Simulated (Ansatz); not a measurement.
Results of LDA in Ansatz (plane waves, PAW) for fcc Pd.

Numerical settings: plane-wave cutoff 500 eV, 32×32×32 k mesh, Fermi–Dirac smearing 0.1 eV, scalar-relativistic PAW data made under PBE.

Computed at the level's own relaxed cell.

Problem. Predict the equilibrium volume per atom and lattice constant a.

Solution. 
- equilibrium volume per atom: 14.17 Å³/atom
- lattice constant a: 3.841 Å

Measured, for comparison: equilibrium volume per atom 14.56 Å³/atom, lattice constant a 3.876 Å (static lattice: zero-point anharmonic expansion removed; as tabulated in Mejia-Rodriguez and Trickey (2018), arXiv:1807.09216). Computed (rounded) less measured: equilibrium volume per atom -2.7 %, lattice constant a -0.9 %.

Static lattice: no zero-point or thermal effects.

Ansatz is an electronic-structure program.
